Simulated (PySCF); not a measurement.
Species: C₆H₇ (doublet state).
Structure used (GFN2-xTB), in Å, numbered top down from 1:
```
atom  x, y, z in Å
C1    -0.9047   -1.3057    0.8748
C2    -0.2503   -0.0091    0.8289
C3    -1.0646    1.1389    0.2351
C4    -0.2560    1.3177   -0.8168
C5     0.6445    0.2441   -0.4228
C6     1.7168   -0.3550   -0.9044
H7    -0.7373   -1.9933    1.6806
H8    -1.5204   -1.6190    0.0533
H9     0.2558    0.2321    1.7657
H10   -1.9898    1.5744    0.5637
H11   -0.2491    1.9936   -1.6525
H12    2.1806   -1.1818   -0.3940
H13    2.1700   -0.0365   -1.8292
```

Computed geometry: GFN2-xTB, gas phase. This method treats the open shell by occupation alone, without spin polarisation.

Masses are those of the commonest isotopes; rigid-rotor values at the optimised geometry. The values belong to one conformer with, in the numbering `[CH2:1][C@@H:2]1[CH:3]=[CH:4][C:5]1=[CH2:6]`, H–C1–C2–C3 -145° and 39°.

Problem. What are A, B and C (cm⁻¹)?

Solution. Ia = 93.81, Ib = 120.66, Ic = 194.52 u·Å²; 505379 MHz·u·Å²/I gives 5387, 4189 and 2598 MHz, that is A = 0.17970, B = 0.13972, C = 0.08666 cm⁻¹.

Problem. What kind of rotor is it?

Solution. An asymmetric top; Ray's κ = 0.141.

Problem. Is it planar, by Δ = Ic − Ia − Ib?

Solution. Not planar: Δ = Ic − Ia − Ib = -19.95 u·Å². For a rigid frame Δ = −2 Σ m c², so Σ m c² = 9.98 u·Å² lies off the ab plane: 4.97 from hydrogen and 5.00 from heavier atoms. The atom farthest from that plane is 1.54 Å away.

For this open shell read J as N, the rotation without spin; fine and hyperfine splittings come on top. No frequency check. These are rigid-rotor constants of the computed structure; measured ground-state constants (B0) also hold zero-point vibration.
